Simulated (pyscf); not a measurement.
This saddle point was located with ωB97X-D3(BJ)/def2-SVP in PySCF.

```
Si
H 1 1.6591
H 2 0.9915 1 72.93
Si 2 2.1055 3 150.11 1 0.00
Si 1 2.3193 2 117.22 3 77.75
H 5 1.4903 1 112.17 2 -120.70
H 5 1.4915 6 110.93 1 -123.66
Si 1 2.3193 2 117.22 3 -77.75
H 8 1.4903 1 112.17 2 120.69
H 8 1.4915 9 110.93 1 123.66
Si 5 2.3292 6 118.42 7 -132.96
H 11 1.4943 5 113.17 6 63.40
Si 8 2.3292 9 118.42 10 132.95
H 13 1.4943 8 113.16 9 -63.39
Si 11 2.3327 12 118.66 5 -113.84
H 15 1.4956 11 110.03 12 -67.92
H 15 1.4969 16 107.67 11 -116.61
Si 13 2.3327 14 118.66 8 113.83
H 18 1.4956 13 110.03 14 67.92
H 18 1.4969 19 107.67 16 -151.64
Si 13 2.3439 14 109.72 8 -118.89
H 21 1.4948 13 107.80 14 -52.74
H 21 1.4967 22 108.07 13 -117.54
```
Charge 0, spin multiplicity 1.

Surface: singlet, charge 0. Lowest wavenumbers (cm⁻¹): 1073i, 50, 74, 88, 106.

Which two sides does it connect, and which bonds change?

cyclic H₁₂Si₉ (SMILES [SiH2]1[Si]2=[Si]3[SiH2][SiH]1[SiH2][SiH]([SiH2]2)[SiH2]3) + H₂ <-> cyclic H₁₄Si₉ (SMILES [SiH2]1[SiH]2[SiH2][SiH]3[SiH2][SiH]1[SiH2][SiH]3[SiH2]2), an addition across a multiple bond or ene-type step read from left to right: H–H broken and H–Si, H–Si formed. At ωB97M-D3(BJ)/def2-TZVP it lies +60.9 kJ/mol from the left side and +295.4 kJ/mol from the right (each side as separated species at their lowest minima found). At the saddle there is also a short H–Si contact that neither side keeps. One saddle was located; it need not be the lowest between these sides. A restricted solution here is unstable towards spin polarisation, so biradical character is likely and single-reference numbers are less safe. The nine-atom cage is a hydrogen-capped model of the (100) dimer, relaxed without constraints.
